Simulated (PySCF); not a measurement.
# 1-pentene: electronic excitations at several levels of theory, part 2 of 2

PySCF 2.14.0. Atoms count from 0. The steps go on from the part before.

### 9 TDDFT and polarisability: PBE0/aug-cc-pVDZ

What the job is given:

```
{"job": {"kind": "uv", "xc": "PBE0", "basis": "aug-cc-pVDZ"}, "charge": 0, "multiplicity": 1}
C      2.453681     0.986667     0.421511
C      1.622945     0.066184    -0.069568
C      0.282286    -0.285708     0.491956
C     -0.856583    -0.111550    -0.511967
C     -2.217556    -0.475988     0.058600
H      2.199579     1.568353     1.314224
H      3.420181     1.193344    -0.045784
H      1.922139    -0.485824    -0.971141
H      0.084513     0.322206     1.391448
H      0.296997    -1.339736     0.828464
H     -0.863188     0.933705    -0.865902
H     -0.649714    -0.728644    -1.404201
H     -2.466738     0.151176     0.929684
H     -3.017823    -0.344211    -0.685321
H     -2.243483    -1.526087     0.392194
```

Method: TDDFT PBE0/aug-cc-pVDZ, vertical, gas phase, core orbitals frozen in the response.

The program printed:

```text
coarse grid: 11632 points
cycle   1  E = -196.2542759789  dE =  2.726e-01  |g| = 3.734e-01  |ddm| = 9.907e+00
cycle   2  E = -196.2498468470  dE =  4.429e-03  |g| = 4.029e-01  |ddm| = 2.231e+00
cycle   3  E = -196.2950695499  dE = -4.522e-02  |g| = 2.328e-02  |ddm| = 1.026e+00
cycle   4  E = -196.2951168588  dE = -4.731e-05  |g| = 1.924e-02  |ddm| = 8.695e-02
cycle   5  E = -196.2952097636  dE = -9.290e-05  |g| = 4.932e-03  |ddm| = 5.000e-02
cycle   6  E = -196.2952157021  dE = -5.939e-06  |g| = 1.508e-03  |ddm| = 1.109e-02
final grid: 109760 points
cycle   7  E = -196.3029376597  dE = -3.172e-05  |g| = 8.061e-03  |ddm| = 2.286e-01
cycle   8  E = -196.3029331546  dE =  4.505e-06  |g| = 9.126e-03  |ddm| = 5.085e-02
cycle   9  E = -196.3029554913  dE = -2.234e-05  |g| = 4.938e-04  |ddm| = 2.286e-02
cycle  10  E = -196.3029555485  dE = -5.720e-08  |g| = 1.709e-04  |ddm| = 1.483e-03
cycle  11  E = -196.3029555550  dE = -6.512e-09  |g| = 7.164e-05  |ddm| = 4.768e-04
cycle  12  E = -196.3029555563  dE = -1.269e-09  |g| = 2.231e-05  |ddm| = 1.854e-04
cycle  13  E = -196.3029555564  dE = -1.284e-10  |g| = 2.368e-06  |ddm| = 5.335e-05
converged SCF energy = -196.3029555564

Static polarisability (au): isotropic 66.451, principal 55.279 59.559 84.516

Singlet excitations
state   eV       nm        f      main configurations
  1   6.4014    193.7   0.02604   H->L 0.78, H->L+2 0.16
  2   6.7451    183.8   0.00051   H->L+3 0.51, H->L+2 0.41
  3   6.8259    181.6   0.02437   H->L+3 0.39, H->L+2 0.38, H->L 0.16
  4   6.9498    178.4   0.16513   H->L+1 0.59, H->L+4 0.32
  5   7.1989    172.2   0.21249   H->L+4 0.61, H->L+1 0.31
  6   7.4449    166.5   0.00797   H->L+5 0.92
  7   7.6227    162.7   0.00337   H->L+6 0.92
  8   7.8687    157.6   0.00298   H->L+7 0.58, H-2->L+1 0.33
  9   7.8770    157.4   0.00513   H-2->L+1 0.50, H->L+7 0.39
 10   8.0208    154.6   0.02365   H->L+8 0.91

Triplet excitations (Tamm-Dancoff, eV): 4.3225 6.3126 6.6948 6.7749
```

Wall time 22 s (1 thread of Arm Neoverse V2, shared host); peak memory 0.84 GiB.

Key values: HOMO -7.32 eV, LUMO 0.03 eV; lowest singlet 6.40 eV.

### 10 TDDFT and polarisability: PBE0/def2-TZVPD

Same as in step 9 but for these lines:

```diff
@@ -1,2 +1,2 @@
-{"job": {"kind": "uv", "xc": "PBE0", "basis": "aug-cc-pVDZ"}, "charge": 0, "multiplicity": 1}
+{"job": {"kind": "uv", "xc": "PBE0", "basis": "def2-TZVPD"}, "charge": 0, "multiplicity": 1}
 C      2.453681     0.986667     0.421511
```

Level: TDDFT PBE0/def2-TZVPD, vertical, gas phase, core orbitals frozen in the response.

The program printed:

```text
coarse grid: 11632 points
cycle   1  E = -196.3206694669  dE =  2.403e-01  |g| = 3.999e-01  |ddm| = 3.595e+00
cycle   2  E = -196.3147807095  dE =  5.889e-03  |g| = 4.341e-01  |ddm| = 1.298e+00
cycle   3  E = -196.3649025174  dE = -5.012e-02  |g| = 2.502e-02  |ddm| = 6.192e-01
cycle   4  E = -196.3649385686  dE = -3.605e-05  |g| = 2.191e-02  |ddm| = 6.324e-02
cycle   5  E = -196.3650545051  dE = -1.159e-04  |g| = 5.336e-03  |ddm| = 2.600e-02
cycle   6  E = -196.3650610624  dE = -6.557e-06  |g| = 1.756e-03  |ddm| = 7.659e-03
final grid: 109760 points
cycle   7  E = -196.3525835348  dE = -7.047e-05  |g| = 8.081e-03  |ddm| = 3.998e-01
cycle   8  E = -196.3525786942  dE =  4.841e-06  |g| = 9.154e-03  |ddm| = 2.472e-02
cycle   9  E = -196.3525998150  dE = -2.112e-05  |g| = 6.994e-04  |ddm| = 1.087e-02
cycle  10  E = -196.3525998997  dE = -8.468e-08  |g| = 3.748e-04  |ddm| = 1.380e-03
cycle  11  E = -196.3525999336  dE = -3.397e-08  |g| = 9.875e-05  |ddm| = 5.171e-04
cycle  12  E = -196.3525999361  dE = -2.413e-09  |g| = 2.533e-05  |ddm| = 1.523e-04
cycle  13  E = -196.3525999362  dE = -1.577e-10  |g| = 2.843e-06  |ddm| = 4.572e-05
converged SCF energy = -196.3525999362

Static polarisability (au): isotropic 66.128, principal 54.820 59.394 84.170

Singlet excitations
state   eV       nm        f      main configurations
  1   6.7540    183.6   0.03318   H->L+1 0.70, H->L+2 0.22
  2   7.1579    173.2   0.01926   H->L+3 0.62, H->L+2 0.24
  3   7.2040    172.1   0.13816   H->L 0.31, H->L+2 0.30, H->L+3 0.27
  4   7.2461    171.1   0.28347   H->L 0.49, H->L+1 0.22, H->L+2 0.18
  5   7.6011    163.1   0.02728   H->L+4 0.91
  6   7.8972    157.0   0.00082   H-2->L 0.86
  7   7.9838    155.3   0.00575   H->L+5 0.87
  8   8.2081    151.1   0.00291   H-1->L 0.87
  9   8.4773    146.3   0.00564   H-1->L+1 0.81, H->L+6 0.12
 10   8.4905    146.0   0.00324   H->L+6 0.83, H-1->L+1 0.11

Triplet excitations (Tamm-Dancoff, eV): 4.3177 6.6295 7.0791 7.1364
```

Wall time 35 s (1 thread of Arm Neoverse V2, shared host); peak memory 0.96 GiB.

Key values: HOMO -7.34 eV, LUMO 0.28 eV; lowest singlet 6.75 eV.

### 11 TDDFT and polarisability: PBE0/6-31+G*

Same as in step 10 but for these lines:

```diff
@@ -1,2 +1,2 @@
-{"job": {"kind": "uv", "xc": "PBE0", "basis": "def2-TZVPD"}, "charge": 0, "multiplicity": 1}
+{"job": {"kind": "uv", "xc": "PBE0", "basis": "6-31+G*"}, "charge": 0, "multiplicity": 1}
 C      2.453681     0.986667     0.421511
```

Level: TDDFT PBE0/6-31+G*, vertical, gas phase, core orbitals frozen in the response.

The program printed:

```text
coarse grid: 11632 points
cycle   1  E = -196.2864023819  dE =  2.602e-01  |g| = 3.847e-01  |ddm| = 3.457e+00
cycle   2  E = -196.2830296873  dE =  3.373e-03  |g| = 4.071e-01  |ddm| = 1.724e+00
cycle   3  E = -196.3292033434  dE = -4.617e-02  |g| = 2.150e-02  |ddm| = 1.127e+00
cycle   4  E = -196.3292340466  dE = -3.070e-05  |g| = 1.845e-02  |ddm| = 7.091e-02
cycle   5  E = -196.3293200373  dE = -8.599e-05  |g| = 4.434e-03  |ddm| = 3.016e-02
cycle   6  E = -196.3293247360  dE = -4.699e-06  |g| = 1.408e-03  |ddm| = 7.514e-03
final grid: 109760 points
cycle   7  E = -196.2846832011  dE = -2.437e-05  |g| = 8.016e-03  |ddm| = 7.145e-02
cycle   8  E = -196.2846795863  dE =  3.615e-06  |g| = 8.974e-03  |ddm| = 3.251e-02
cycle   9  E = -196.2847012332  dE = -2.165e-05  |g| = 4.361e-04  |ddm| = 1.847e-02
cycle  10  E = -196.2847012781  dE = -4.490e-08  |g| = 1.461e-04  |ddm| = 8.748e-04
cycle  11  E = -196.2847012831  dE = -4.971e-09  |g| = 4.993e-05  |ddm| = 3.137e-04
cycle  12  E = -196.2847012836  dE = -5.397e-10  |g| = 2.264e-05  |ddm| = 1.069e-04
converged SCF energy = -196.2847012836

Static polarisability (au): isotropic 60.973, principal 49.929 54.762 78.228

Singlet excitations
state   eV       nm        f      main configurations
  1   6.7808    182.8   0.03893   H->L+1 0.71, H->L+2 0.24
  2   7.1295    173.9   0.34856   H->L 0.83
  3   7.1918    172.4   0.01311   H->L+3 0.85
  4   7.2673    170.6   0.02546   H->L+2 0.58, H->L+1 0.25
  5   7.6066    163.0   0.03289   H->L+4 0.87
  6   7.8370    158.2   0.01311   H->L+5 0.82
  7   8.0067    154.9   0.00037   H-2->L 0.88
  8   8.1567    152.0   0.00076   H->L+6 0.90
  9   8.2876    149.6   0.00258   H-1->L 0.86
 10   8.4765    146.3   0.02256   H->L+7 0.66, H->L+8 0.27

Triplet excitations (Tamm-Dancoff, eV): 4.3203 6.6524 7.0986 7.1991
```

Wall time 9.5 s (1 thread of Arm Neoverse V2, shared host); peak memory 0.54 GiB.

Key values: HOMO -7.28 eV, LUMO 0.31 eV; lowest singlet 6.78 eV.

### 12 Run by run: electronic excitations

Excitations and ground-state properties, with basis size and wall time:

```csv
run,lowest singlet (eV),brightest (eV),f,gap (eV),α (Å³),μ (D),functions,time
CAM-B3LYP/def2-SVPD,7.30,7.41,0.467,10.14,9.53,0.42,180,37 s
wB97X-D/def2-SVPD,7.45,7.45,0.481,11.40,9.54,0.43,180,35 s
LC-wPBE/def2-SVPD,7.58,7.58,0.486,12.69,9.27,0.41,180,47 s
PBE0/6-31G*,7.84,7.84,0.493,7.96,7.93,0.37,90,7.6 s
PBE0/def2-SVP,7.70,7.70,0.488,7.88,8.33,0.41,120,10 s
PBE0/def2-TZVP,7.36,7.36,0.461,7.70,9.34,0.44,215,24 s
PBE0/aug-cc-pVDZ,6.40,7.20,0.212,7.35,9.85,0.46,205,22 s
PBE0/def2-TZVPD,6.75,7.25,0.283,7.62,9.80,0.45,275,35 s
PBE0/6-31+G*,6.78,7.13,0.349,7.59,9.04,0.44,110,9.5 s
```

Measured dipole: 0.39 D (gas; NIST CCCBDB Release 22 (SRD 101), experimental dipoles).

Measured polarisability: 9.65 Å³ (gas; NIST CCCBDB Release 22 (SRD 101), experimental polarizabilities).

### 13 What came out

This closing draws on all 2 parts.

```
                                quantity                        value
                             point group                           C1
    rotational constants (main isotopes)        18.42, 2.12, 2.08 GHz
    lowest singlet (CAM-B3LYP/def2-SVPD)  7.30 eV (170 nm), f = 0.042
brightest single state of those computed  state 2, 7.41 eV, f = 0.467
                          lowest triplet                      4.37 eV
       vertical ionisation energy (ΔSCF)                      9.63 eV
             range of the lowest singlet              6.40 to 7.84 eV
```

**Reading.** Single values in the summary come from the first run of each kind that ended normally (CAM-B3LYP/def2-SVPD), which need not be the best level. The start was shaken at random, so part of the energy gained undoes that. Relaxing lowered the energy by 0.827 eV in 6 steps; the close pair that moved most is C2–C3, from 1.407 to 1.528 Å. No frequency check was run at this level, so the end point may be a saddle. The lowest singlet, at 7.30 eV, is HOMO→LUMO+2 0.49, HOMO→LUMO+1 0.28 and is weak; of the 10 states computed, the strongest absorption comes from state 2 at 7.41 eV. The lowest triplet lies 2.93 eV below the lowest singlet (triplets in Tamm-Dancoff, singlets in full TDDFT). At CAM-B3LYP/def2-SVPD, the highest states lie near or above the ionisation energy, where they hang on the basis. ΔSCF puts the ionisation energy at 9.63 eV, 0.92 eV above −ε(HOMO). The dipole moment, 0.42 D, compares with 0.39 D measured (one conformer here). The polarisability is 1 % below the measured 9.65 Å³. The lowest singlet runs from 6.40 eV (PBE0/aug-cc-pVDZ) to 7.84 eV (PBE0/6-31G*), while the orbital gap spans 7.35 to 12.69 eV. The lowest state need not be the same one in every run. For the measured dipole, PBE0/6-31G* misses least (0.02 D, 7.6 s) and PBE0/aug-cc-pVDZ most (0.07 D, 22 s). For the measured polarisability, wB97X-D/def2-SVPD misses least (0.11 Å³, 35 s) and PBE0/6-31G* most (1.72 Å³, 7.6 s). One molecule ranks no method: errors cancel, and vibration and temperature are missing from all runs.
